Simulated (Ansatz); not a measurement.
Molecule: propyne, C3H4 (charge 0, singlet). SMILES: C#CC
Coordinates optimised at B3LYP-D3(BJ)/def2-TZVP (Ansatz, a quantum-chemistry and plane-wave program):
```xyz
7

C     -0.0011    -0.0004     0.2181
C     -0.0068    -0.0029     1.4176
C      0.0060     0.0025    -1.2360
H     -0.0119    -0.0051     2.4795
H      0.0152     1.0232    -1.6237
H      0.8874    -0.5130    -1.6226
H     -0.8790    -0.5002    -1.6311
```
Charge 0, spin multiplicity 1.

Computed values are from Ansatz. Valence correlation only, unless marked. UHF or UKS for open shells. Spin-orbit coupling is left out. Non-relativistic. Basis-set limits of correlation are two-point, X^-3; Hartree-Fock from the larger set. The bracket is a focal-point correction in the basis named.

What is the T1 diagnostic at CCSD/aug-cc-pVTZ?

0.011.

What is the dipole moment at CCSD(T)/aug-cc-pVDZ?

0.72 D.

What is the atomisation energy De at RI-MP2/CBS(aug-cc-pVTZ,aug-cc-pVQZ)+[CCSD(T)-MP2]/aug-cc-pVTZ?

2941.5 kJ/mol.

What is the total energy at RI-MP2/CBS(aug-cc-pVTZ,aug-cc-pVQZ)+[CCSD(T)-MP2]/aug-cc-pVTZ?

-116.4949 Eh.
